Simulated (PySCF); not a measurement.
# How well do the runs reproduce experiment for disulfur monoxide?

**Measured values to compare with.**

From NIST CCCBDB Release 22 (SRD 101), experimental dipoles, for the gas: dipole moment (microwave Stark effect, vibrational ground state) 1.47 ± 0.02 D.

The runs below try to reproduce these values; the comparison stands at the end.

Disulfur monoxide, S2O.
Atom-mapped SMILES: `[O:1]=[S:2]=[S:3]`

Cartesian coordinates in Å at the GFN2-xTB level; atoms count from 1:
```xyz
3
S2O angstrom
O     -1.3147    0.3296   -0.0030
S     -0.1935   -0.5871   -0.0107
S      1.5197    0.2550    0.0011
```

Runs made with PySCF (gas phase, on this GFN2-xTB geometry; no spin–orbit coupling):

```tsv
level	job	basis functions	wall time
CAM-B3LYP/def2-SVPD	8 singlets by full TDDFT, 3 Tamm–Dancoff triplets, polarisability	77	3.0 s
```

Hardware: an Arm Neoverse V1 with one thread, no GPU, shared host.

**Comparison with experiment**

**Dipole moment.** Measured: 1.47 D (NIST CCCBDB Release 22 (SRD 101), experimental dipoles).

```tsv
level	computed (D)	computed − measured (D)	% (from the printed values)
CAM-B3LYP/def2-SVPD	1.56	+0.09	+6
```

The computed dipoles belong to one fixed geometry; measured ones are averaged over vibrations unless marked μe. Magnitudes are compared, not signs.

The geometry is computed, not the measured one. Where a level misses, the cause wasn't examined.
